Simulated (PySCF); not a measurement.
**isophthalonitrile radical anion: computed EPR parameters against published values**

Measured values to reproduce: a(1H H11/H13) -8.29 G [1]; a(14N N1/N9) 1.02 G [1]. Sources and the comparison follow the method.

Compound: isophthalonitrile radical anion, C₈H₄N₂ (charge -1 and doublet state).
Bonds: N1–C2 (triple), C2–C3, C3–C4 (aromatic), C4–C5 (aromatic), C5–C6 (aromatic), C6–C7 (aromatic), C7–C8, C8–N9 (triple), C7–C10 (aromatic), C3–C10 (aromatic). Hydrogens: H11 on C4; H12 on C5; H13 on C6; H14 on C10.

Identity: `N#Cc1cccc(C#N)c1` (isophthalonitrile radical anion) [SMILES of the parent framework; charge -1 and doublet state].

The calculation used UKS B3LYP, IGLO-III on C N, pcH-1 on H, non-relativistic, mean-field spin-orbit, GIAO (PySCF 2.14.0). Isolated species at its PBE0-D3(BJ)/def2-SVP geometry, gas phase. Whether the extra electron is bound in the gas phase wasn't checked; a finite basis holds it in any case. The geometry's basis has no diffuse functions, a weakness for an anion. Stability of the SCF solution: not tested. No frequencies were computed at this geometry's level, so the symmetric structure isn't shown to be a minimum.

```csv
nucleus,computed a_iso (MHz),published,in MHz,difference of magnitudes (MHz),source
1H H11/H13,-27.1,-8.29 G,-23.2,+3.9,[1]
14N N1/N9,2.9,1.02 G,2.9,0.0,[1]
```

Values published in field units are turned into MHz with the computed g_iso.

Sources: [1] measured, solution or matrix (EPR); Pople, Beveridge, Approximate Molecular Orbital Theory, McGraw-Hill 1970 (compilation of measured values).

In relative terms the largest miss is 1H H11/H13, by 17 %. The measured numbers hold vibrational averaging and, outside the gas phase, effects of the matrix or solvent; the computed ones belong to one rigid, isolated geometry and carry the errors of functional and basis. An EPR spectrum gives magnitudes, so published signs often rest on theory.

The largest Mulliken spin populations are on C4 (+0.41), C6 (+0.41), C5 (-0.14) and C7 (+0.13).

The unrestricted determinant has ⟨S²⟩ = 0.7623 (exact 0.7500), so spin contamination is small.
